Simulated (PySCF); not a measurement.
One reaction down a group: O, S, Se, Te

The same gas-phase reaction for O, S, Se, Te:
- 2 CH3OCH3 + H2 → 2 H2O + C4H10 (isobutane)
- 2 (CH3)2S + H2 → 2 H2S + C4H10 (isobutane)
- 2 Se(CH3)2 + H2 → 2 H2Se + C4H10 (isobutane)
- 2 Te(CH3)2 + H2 → 2 H2Te + C4H10 (isobutane)

Computed with PySCF and rigid-rotor harmonic-oscillator thermochemistry at 1 bar. † marks an energy on the PBE0/def2-TZVP geometry and frequencies; other levels use their own. MP2 freezes the core. All species are closed-shell singlets. Te: scalar-relativistic def2 core potential, no spin-orbit coupling. Se: all electrons, no relativistic terms. MP2 isn't extrapolated to the basis-set limit. The harmonic model lacks anharmonicity and excited electronic states, which grow with temperature; levels with a mode under 35 cm⁻¹ are left out. Internal rotation in CH3OCH3, C4H10 (isobutane), (CH3)2S, Se(CH3)2 is treated as a harmonic vibration of one conformer, which makes the entropy rough. Soft modes under 120 cm⁻¹ make the harmonic entropy rough for Te(CH3)2.

ΔH°(298 K) in kJ, by level:

```json
[
 {"level": "ωB97M-V/def2-TZVP†", "O": "-219.3", "S": "-95.5", "Se": "-83.5", "Te": "-57.5"},
 {"level": "PBE/def2-SVP", "O": "-165.6", "S": "-107.5", "Se": "-99.4", "Te": "-85.0"},
 {"level": "PBE/def2-TZVP†", "O": "-205.2", "S": "-81.7", "Se": "-71.5", "Te": "-45.1"},
 {"level": "PBE0/def2-SVP†", "O": "-191.6", "S": "-121.7", "Se": "-114.0", "Te": "-100.3"},
 {"level": "HF/def2-TZVP†", "O": "-199.6", "S": "-115.0", "Se": "-103.5", "Te": "-87.0"},
 {"level": "MP2/def2-TZVPP†", "O": "-258.7", "S": "-100.1", "Se": "-67.8", "Te": "-32.4"}
]
```

At ωB97M-V/def2-TZVP†, ΔH° rises from O to Te, over a range of 161.8 kJ; the steps are +123.8, +12.0, +26.0 kJ. 6 of the 6 levels shown give the same order. The levels scatter most for O (93.1 kJ between the highest and the lowest) and least for S (40.0 kJ). ΔS°(298 K) runs from -9.7 to 11.4 J/K, so TΔS° at 298 K spreads over 6.3 kJ among the members, against 161.8 kJ for ΔH°.

Free energies at ωB97M-V/def2-TZVP†:

```tsv
member	ΔS°(298 K), J/K	ΔG°(298 K), kJ	ΔG°(800 K), kJ	ΔG° changes sign
O	11.4	-223	-230	none from 298 to 2500 K
S	7.7	-98	-98	none from 298 to 2500 K
Se	1.0	-84	-79	none from 298 to 2500 K
Te	-9.7	-55	-43	2000 to 2500 K
```

The NASA 1993 table, where it holds all species, gives ΔH°(298 K) = -250 kJ for O; its entries are part measured, part old estimates, and weren't checked at source.
